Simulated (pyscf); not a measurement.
Single points on ωB97X-D3(BJ)/def2-SVP structures (PySCF, gas phase). MP2 and CC: frozen core, UHF for open shells. ΔMP2 is the change of the MP2 total energy from the triple- to the quadruple-zeta basis.

SMILES: [Na][SH]
```xyz
3

Na     1.1926    -0.0970     0.8015
S     -1.2523    -0.1858     0.9645
H     -1.3848    -1.0548    -0.0598
```
Charge 0, spin multiplicity 1.

Question: How much does it cost (ΔH, 298 K, CCSD(T)/def2-TZVPP + ΔMP2(QZVPP)) to split Na–SH at its Na–S bond into Na• + SH•?

Answer: Na–S to Na• + SH•: 2.88 eV. The CCSD(T) − MP2 part came from Ansatz, without density fitting, on the same reference. The frozen core leaves the outer d or s,p core shells of the metals and heavy elements correlated in the MP2 and CC values, and def2-TZVPP describes them poorly, which can shift differences by a few kcal/mol. Left out: the spin-orbit lowering of SH.
